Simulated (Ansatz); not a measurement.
# SiCP (doublet): the correlation ladder, def2-QZVPP

One table from this session's results is given with a row withheld; the runs are named, their logs left out.

Program: Ansatz 0.2.0, Gaussian basis. Level of theory: def2-QZVPP, core rule «outside noble gas», up to 11 orbitals frozen. These are calculated values, not measurements.

Plan: UHF; ROHF; CCSD(T) on UHF.

2 further runs of the same task are left out: 2 set aside as unsound or not needed.

## The geometry

The geometry is a PBE0/def2-TZVP stationary point (not a proven minimum).

3 atoms, charge 0, spin multiplicity 2.

Atoms are counted from 1 here; the program's logs count them from 0.

Bond lengths: P1–C2 1.580 Å, C2–Si3 1.754 Å. Angles: P1–C2–Si3 180.0°.

The first run:

File in.yaml:

```yaml
crystal:
  periodic: [false, false, false]
  atoms:
    - {symbol: P, position_ang: [0.000000, 0.000000, -1.637933]}
    - {symbol: C, position_ang: [0.000000, 0.000000, -0.058233]}
    - {symbol: Si, position_ang: [0.000000, 0.000000, 1.696167]}
basis:
  gaussian: {orbitals: "def2-QZVPP.json"}
magnetization: {spin_polarized: true, initial_magnetization: 1}
hamiltonian: {xc: hf}
output: {orbitals: {seedname: orbitals}}
```

On the command line:

```
> ansatz run in.yaml --threads 1 --pin off --events-out ev --progress --plain --max-ram 2393MiB
```

Steps of the session up to this table: UHF; ROHF; CCSD(T) on UHF.

One table of the session follows, with a row left open; its other results are not shown here.

```
  method  from UCCSD(T) (meV)
    ROHF             +12005.3
     UHF                    ?
    UMP2              +2033.4
   UCCSD               +752.0
UCCSD(T)                    0
```

Estimate the missing values for UHF.

**Answer.** from UCCSD(T) (meV): +11475.0. In the column «from UCCSD(T) (meV)» it lies between UMP2 (+2033.4) and ROHF (+12005.3).

Caveats from the session: The determinant is far from a pure spin state, so its energy mixes those of several spin states (harmless only where they are near-degenerate, as at dissociation).
